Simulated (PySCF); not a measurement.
Start geometry of `P` (PH3) from GFN2-xTB (Å):
```
atom  x, y, z in Å
P1     0.0189   -0.0221    0.5746
H2    -0.5643    1.0041   -0.2078
H3     1.1381   -0.0186   -0.1982
H4    -0.5547   -0.9887   -0.2016
```

**Question.** What comes out of this run: PBE0-D3(BJ)/def2-SVP geometry optimisation, gas phase (PySCF 2.14.0)?

**Answer.** 
```
atom  x, y, z in Å
P1     0.026   -0.041    0.476
H2    -0.599    1.021   -0.247
H3     1.199   -0.004   -0.337
H4    -0.590   -1.049   -0.327
```

The energy falls by 0.111 eV over 4 energy and gradient evaluations, the largest force component goes from 0.0323 to 7.8e-05 Eh/bohr, and the atoms move by 0.051 Å rms after alignment. The bond that changes most is P1–H3 (phosphine phosphorus to P–H hydrogen), which lengthens by 0.069 Å. Bonds longer at the end by more than 0.005 Å: 3 of 3; shorter: 0. Rotational constants go from 141521, 137137, 127936 to 131470, 131450, 116795 MHz. The orientation of the end geometry is arbitrary; only internal coordinates are fixed.

The run used 33 basis functions and 22 SCF cycles in all. Time: 0.91 s of wall time; peak memory 0.25 GiB. Hardware: an Intel Xeon 6975P-C with one thread, on a shared host.

PBE0-D3(BJ)/def2-SVP frequencies: not computed here.
